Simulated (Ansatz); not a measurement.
**Li2Ca (Fd-3m)**

Method: DFT PBEsol, scalar-relativistic, plane waves, PAW (Ansatz).

Cutoff 420 eV; k points 8×8×8 on the computed 6-atom cell (Γ-centred); Gaussian smearing, width 0.10 eV; no spin polarisation.

The structure is relaxed at this level of theory with its symmetry kept. Whether it is the stable form of this composition wasn't checked.

```cif
data_structure
_symmetry_space_group_name_H-M 'Fd-3m:1'
_symmetry_Int_Tables_number 227
_cell_length_a 8.6705
_cell_length_b 8.6705
_cell_length_c 8.6705
_cell_angle_alpha 90.000
_cell_angle_beta 90.000
_cell_angle_gamma 90.000
_cell_volume 651.83
loop_
_atom_site_label
_atom_site_type_symbol
_atom_site_symmetry_multiplicity
_atom_site_Wyckoff_symbol
_atom_site_fract_x
_atom_site_fract_y
_atom_site_fract_z
_atom_site_occupancy
Li1 Li 16 d 0.12500 0.62500 0.12500 1
Ca1 Ca 8 a 0.50000 0.00000 0.50000 1
```

| Quantity | Value |
| --- | --- |
| Space group | Fd-3m (No. 227) |
| Volume per atom | 183.3 bohr³ |
| Formation energy from the elements' standard states (uncorrected) | -0.017 eV/atom |
| Kohn–Sham band gap | none (metal) |
| Density of states at the Fermi level | 5.28 states/eV per cell |
| Bulk modulus | 16.4 GPa |
| Its pressure derivative | 3.4 |

Cost: 9 runs of about 2.5 core-minutes in all, on Arm Neoverse V1 (shared hosts).